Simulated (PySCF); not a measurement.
Compound: 1-aminopyrrolidine, C4H10N2.
Bonds: N1–N2, N2–C3, C3–C4, C4–C5, C5–C6, N2–C6. Hydrogens: H7, H8 on N1; H9, H10 on C3; H11, H12 on C4; H13, H14 on C5; H15, H16 on C6.

The closed-shell ground state was solved at several levels (PySCF, density fitting, gas phase, non-relativistic). The structure is a single GFN2-xTB conformer in the gas phase; no vibrational or solvent corrections. GFN2-xTB frequencies show an imaginary mode (151i cm⁻¹), so this geometry is no minimum at that level.

```tsv
level	basis functions	total energy (Eh)	HOMO (eV)	LUMO (eV)	gap (eV)	dipole (D)
PBE0/pcSseg-1	152	-267.5469	-5.44	1.31	6.75	0.72
CAM-B3LYP/def2-SVPD	200	-267.5781	-7.00	1.39	8.39	0.71
```

**Question.** What might B3LYP/pcJ-1 (262 basis functions) give for the same quantities?

**Answer.** Total energy -267.9141 Eh, HOMO -5.18 eV, LUMO 1.03 eV, gap 6.21 eV, dipole 0.73 D.

**Question.** Over all these levels, which gives the widest orbital gap and which the narrowest?

**Answer.** CAM-B3LYP/def2-SVPD (range-separated hybrid) has the widest, 8.39 eV, and B3LYP/pcJ-1 (global hybrid, 20 % exact exchange) the narrowest, 6.21 eV. Functional and basis both differ between the two, so the spread mixes both effects.

**Question.** How far do the dipole and the HOMO energy spread over the levels?

**Answer.** The dipole runs from 0.71 to 0.73 D (mean 0.72 D) and the HOMO from -7.00 to -5.18 eV.
